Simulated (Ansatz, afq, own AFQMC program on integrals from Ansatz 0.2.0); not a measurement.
# AlP (triplet): quantum Monte Carlo beside coupled cluster at distance Al1–P2 = 2.208 Å, 6-31G, part 2 of 2

Ansatz 0.2.0, Gaussian basis, and an in-house AFQMC program (afq) on its integrals; all values are calculated; 6-31G, frozen cores. The steps go on from the part before.

### Step 14. Phaseless AFQMC, CISD trial on UHF

It reads the integrals that the CCSD(T) run on this determinant wrote.

On the command line:

```sh
> afq ham --method phaseless --trial cisd --walkers 4000 --populations 20 --least-time 60 --time-step 0.005 --steps-per-block 50 --equilibration-blocks 28 --max-blocks 4000 --target-error 0.00017 --factor-cut 1e-05 --start spin_pure --seed 2006 --release-times 0.24,0.51,0.99,1.62,2.4 --release-step 0.03 --release-every 3 --taylor-order 6
```

Log:

```text
orbitals 16  electrons 5 3  factors 86 of 278
reference energy -582.53997512 Eh
CCSD correlation -0.08287919 Eh in 15 cycles, weight of the determinant in the CISD state 0.8637
energy of the start -582.621751 Eh
 block  time / (1/Eh)  mean weight  energy / Eh
     1     0.250  1.0001  -582.621696
     2     0.500  0.9999  -582.622067
     3     0.750  1.0000  -582.622543
     4     1.000  0.9999  -582.623073
     5     1.250  1.0000  -582.623551
     6     1.500  1.0000  -582.624195
     7     1.750  1.0000  -582.624583
     8     2.000  0.9999  -582.624951
     9     2.250  1.0000  -582.625252
    10     2.500  1.0000  -582.625518
    11     2.750  0.9999  -582.625708
    12     3.000  1.0001  -582.625696
    13     3.250  1.0000  -582.625654
    14     3.500  0.9999  -582.626158
    15     3.750  1.0000  -582.626076
    16     4.000  1.0001  -582.626169
    17     4.250  0.9999  -582.626080
    18     4.500  1.0000  -582.626150
    19     4.750  0.9999  -582.626108
    20     5.000  1.0000  -582.626411
    21     5.250  1.0000  -582.626113
    22     5.500  1.0000  -582.625821
    23     5.750  0.9999  -582.626818
    24     6.000  1.0000  -582.626898
    25     6.250  1.0000  -582.626540
    26     6.500  1.0000  -582.626733
    27     6.750  1.0000  -582.626818
    28     7.000  0.9999  -582.626567
    29     7.250  0.9999  -582.626520
    30     7.500  1.0000  -582.625888
    31     7.750  1.0001  -582.626356
    32     8.000  1.0000  -582.626602
    33     8.250  0.9999  -582.627663
    34     8.500  1.0000  -582.626763
    35     8.750  1.0001  -582.626783
    36     9.000  1.0000  -582.626647
    37     9.250  0.9999  -582.626369
    38     9.500  1.0000  -582.626637
    39     9.750  1.0000  -582.626659
    40    10.000  1.0000  -582.627062
    41    10.250  1.0000  -582.626835
    42    10.500  0.9999  -582.626912
    43    10.750  1.0000  -582.626928
    44    11.000  1.0001  -582.626675
    45    11.250  1.0000  -582.626782
    46    11.500  1.0001  -582.626989
    47    11.750  1.0001  -582.627012
    48    12.000  0.9999  -582.627301
    49    12.250  0.9999  -582.627336
    50    12.500  1.0000  -582.626948
    51    12.750  1.0001  -582.627424
    52    13.000  1.0000  -582.626742
    53    13.250  1.0001  -582.627106
    54    13.500  1.0000  -582.626807
    55    13.750  1.0001  -582.626798
    56    14.000  0.9999  -582.626700
    57    14.250  1.0001  -582.626626
    58    14.500  1.0000  -582.626328
    59    14.750  0.9999  -582.625905
    60    15.000  1.0000  -582.626736
    61    15.250  0.9999  -582.626505
    62    15.500  1.0000  -582.626469
    63    15.750  1.0002  -582.626608
    64    16.000  1.0000  -582.626641
    65    16.250  1.0001  -582.626613
    66    16.500  1.0000  -582.626694
    67    16.750  1.0000  -582.626655
    68    17.000  1.0001  -582.626755
    69    17.250  0.9999  -582.626759
    70    17.500  1.0000  -582.626789
    71    17.750  1.0000  -582.626180
    72    18.000  1.0001  -582.626394
    73    18.250  1.0002  -582.627036
    74    18.500  1.0001  -582.626227
    75    18.750  1.0000  -582.626548
    76    19.000  1.0002  -582.626322
    77    19.250  1.0001  -582.626122
    78    19.500  1.0000  -582.626034
error from the spread of 20 populations
released: time / (1/Eh)  energy / Eh  error  mean overlap
  0.24  -582.626747  0.000096  1.0006
  0.51  -582.623597  0.003245  1.0008
  0.99  -582.626989  0.000065  1.0010
  1.62  -582.627168  0.000059  1.0007
  2.40  -582.627237  0.000071  1.0011
energy -582.626684 +/- 0.000128 Eh
```

Wall time 31 s (1 × NVIDIA H100 80GB HBM3 with 2 threads of AMD EPYC 7R13 (Zen 3), shared host).

Energy -15854.0797 ± 0.0035 eV. Caveats: constraint bias not in the error.

### Step 15. Phaseless AFQMC, single-determinant trial on UHF

It reads the integrals that the CCSD(T) run on this determinant wrote.

On the command line:

```sh
> afq ham --method phaseless --trial hf --walkers 4000 --populations 20 --least-time 40 --time-step 0.005 --steps-per-block 20 --equilibration-blocks 112 --max-blocks 4000 --target-error 0.0008500000000000001 --factor-cut 1e-05 --start spin_pure --seed 5218 --taylor-order 6
```

Log:

```text
orbitals 16  electrons 5 3  factors 86 of 278
reference energy -582.53997512 Eh
CCSD correlation -0.08287919 Eh in 15 cycles, weight of the determinant in the CISD state 0.8637
energy of the start -582.541157 Eh
 block  time / (1/Eh)  mean weight  energy / Eh
     1     0.100  1.0002  -582.549063
     2     0.200  1.0002  -582.556146
     3     0.300  1.0002  -582.562384
     4     0.400  1.0003  -582.568292
     5     0.500  1.0001  -582.573111
     6     0.600  1.0003  -582.577431
     7     0.700  1.0002  -582.581152
     8     0.800  1.0003  -582.584782
     9     0.900  1.0001  -582.587949
    10     1.000  1.0002  -582.591489
    13     1.300  1.0002  -582.597126
    17     1.700  1.0000  -582.602945
    21     2.100  1.0000  -582.607571
    25     2.500  1.0000  -582.613334
    29     2.900  1.0000  -582.615490
    33     3.300  1.0000  -582.616042
    37     3.700  1.0000  -582.619301
    41     4.100  1.0000  -582.619898
    45     4.500  0.9998  -582.620053
    49     4.900  0.9997  -582.622127
    53     5.300  0.9999  -582.621434
    57     5.700  1.0000  -582.623199
    61     6.100  1.0001  -582.623598
    65     6.500  1.0001  -582.623257
    69     6.900  0.9999  -582.622782
    73     7.300  1.0000  -582.622757
    77     7.700  1.0001  -582.624598
    81     8.100  1.0001  -582.625450
    85     8.500  1.0001  -582.625447
    89     8.900  1.0000  -582.624655
    93     9.300  1.0000  -582.624867
    97     9.700  1.0000  -582.624906
   101    10.100  1.0000  -582.624011
   105    10.500  1.0000  -582.625759
   109    10.900  1.0000  -582.624586
   113    11.300  1.0001  -582.625694
   117    11.700  0.9999  -582.625652
   121    12.100  1.0001  -582.623334
   125    12.500  0.9999  -582.622699
   129    12.900  1.0000  -582.621672
   133    13.300  1.0001  -582.626481
   137    13.700  1.0000  -582.625702
   141    14.100  1.0000  -582.623986
   145    14.500  1.0000  -582.622279
   149    14.900  1.0001  -582.623576
   153    15.300  1.0001  -582.623787
   157    15.700  1.0001  -582.623984
   161    16.100  0.9998  -582.622945
   165    16.500  1.0001  -582.622978
   169    16.900  1.0001  -582.622225
   173    17.300  1.0001  -582.623783
   177    17.700  1.0000  -582.625891
   181    18.100  1.0001  -582.624259
   185    18.500  1.0000  -582.624551
   189    18.900  0.9998  -582.623040
error from the spread of 20 populations
energy -582.623730 +/- 0.000781 Eh
```

Wall time 19 s (1 × NVIDIA H100 80GB HBM3 with 2 threads of AMD EPYC 7R13 (Zen 3), shared host).

Energy -15853.9994 ± 0.0213 eV. Caveats: constraint bias not in the error.

### Step 16. Phaseless AFQMC, first-order trial on UHF (settings varied)

It reads the integrals that the CCSD(T) run on this determinant wrote.

On the command line:

```sh
> afq ham --method phaseless --trial mp1 --walkers 80 --populations 1 --least-time 40 --time-step 0.02 --steps-per-block 50 --equilibration-blocks 10 --max-blocks 5 --target-error 0.00068 --factor-cut 1e-05 --start determinant --seed 491 --taylor-order 6
```

Log:

```text
orbitals 16  electrons 5 3  factors 86 of 278
reference energy -582.53997512 Eh
CCSD correlation -0.08287919 Eh in 15 cycles, weight of the determinant in the CISD state 0.8637
energy of the start -582.600466 Eh
 block  time / (1/Eh)  mean weight  energy / Eh
     1     1.000  1.0017  -582.609469
     2     2.000  1.0011  -582.618063
     3     3.000  1.0005  -582.621342
     4     4.000  1.0034  -582.622837
     5     5.000  1.0023  -582.626037
     6     6.000  1.0001  -582.625251
     7     7.000  0.9998  -582.622381
     8     8.000  1.0005  -582.627197
     9     9.000  0.9985  -582.628152
    10    10.000  1.0005  -582.632877
    11    11.000  1.0031  -582.625476
    12    12.000  1.0018  -582.624287
    13    13.000  1.0001  -582.625716
    14    14.000  0.9992  -582.625166
    15    15.000  0.9984  -582.625444
no energy: too few blocks
```

Run time: 4.2 s. Hardware: 1 × NVIDIA H100 80GB HBM3 with 2 threads of AMD EPYC 7R13 (Zen 3), shared host.

No energy. The run doesn't count as converged.

### Step 17. AFQMC on the ladder

The full CI on restricted orbitals is not used as the yardstick for these unrestricted rows.

On the UHF determinant, counted from CCSDTQ (a yardstick, not exact):

```csv
level,energy (eV),from CCSDTQ (kcal/mol),statistical error (kcal/mol),time
HF,-15851.7203,+54.96,,
MP2,-15853.3662,+17.00,,
CCSD,-15853.9755,+2.95,,
CCSD(T),-15854.0630,+0.94,,
CCSDT(Q),-15854.1063,-0.06,,
CCSDTQ,-15854.1035,0.00,,
"Phaseless AFQMC, CISD trial, step 0.005, 4000 walkers",-15854.0797,+0.55,0.08,31 s
"Phaseless AFQMC, single-determinant trial, step 0.005, 4000 walkers",-15853.9994,+2.40,0.49,19 s
```

The functionals' totals stand on their own zeros and serve differences with other points: PBE -15873.918 eV; r2SCAN -15880.349 eV; PBE0 -15875.187 eV; B3LYP -15882.837 eV; wB97M-V -15880.768 eV; B2PLYP -15874.339 eV.

### Step 18. Outcome

What follows sums up all 2 parts.

| quantity | value |
| --- | --- |
| CCSD(T) on UHF from CCSDTQ | +0.94 kcal/mol |
| Phaseless AFQMC, CISD trial on UHF from CCSDTQ | +0.55 ± 0.08 kcal/mol |
| Phaseless AFQMC, single-determinant trial on UHF from CCSDTQ | +2.40 ± 0.49 kcal/mol |

**Reading.** On UHF the phaseless walk with the CISD trial lies +0.55 kcal/mol from CCSDTQ, 7 times its error bar. A single-determinant trial moves the result by +1.85 kcal/mol. Error bars are statistical and leave out the constraint, the time step and what remains of the start.
